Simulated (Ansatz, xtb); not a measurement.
## Relaxing a trial structure of C2H2Al

The starting geometry of this gas-phase doublet was built from a drawn formula by distance geometry and a force field; its bonds are those of `[C]1[CH2][Al]1`.

```xyz
5

C    -1.8262    0.6224    0.2697
C    -1.1363    1.1286    1.5036
Al   -0.4394    2.0469   -0.1562
H    -0.4458    0.4076    1.9097
H    -1.7783    1.7606    2.1921
```

Problem. Predict what becomes of its bonds when it is optimised with r2SCAN-D4/def2-SVP.

Solution. A bond breaks, giving a structure given below by its coordinates. Distances that change by over a tenth: C1–C2 (1.50 → 1.32 Å). Contacts that open: C2–Al3 (2.02 → 3.28 Å).

The energy falls by 2.30 eV over 12 steps:

```csv
step,E − E(last) (eV)
1,2.302
2,1.670
3,1.162
5,0.658
6,0.409
7,0.211
8,0.084
10,0.001
11,0.000
12,0.000
```

Final geometry (Å):

| atom | x (Å) | y (Å) | z (Å) |
| --- | --- | --- | --- |
| C | -1.0043 | 1.4029 | 0.5564 |
| C | -1.2576 | 0.9695 | 1.7759 |
| Al | -0.6218 | 2.0432 | -1.2581 |
| H | -0.6946 | 0.1401 | 2.2370 |
| H | -2.0476 | 1.4106 | 2.4076 |

From the same start GFN2-xTB reaches the same bonding as this run.

No frequencies were run, so the end isn't proven a minimum. Open shells are spin-unrestricted. Run with Ansatz 0.2.0, 18 s on 2 threads of Intel(R) Xeon(R) 6975P-C (Granite Rapids), with other jobs on the host.
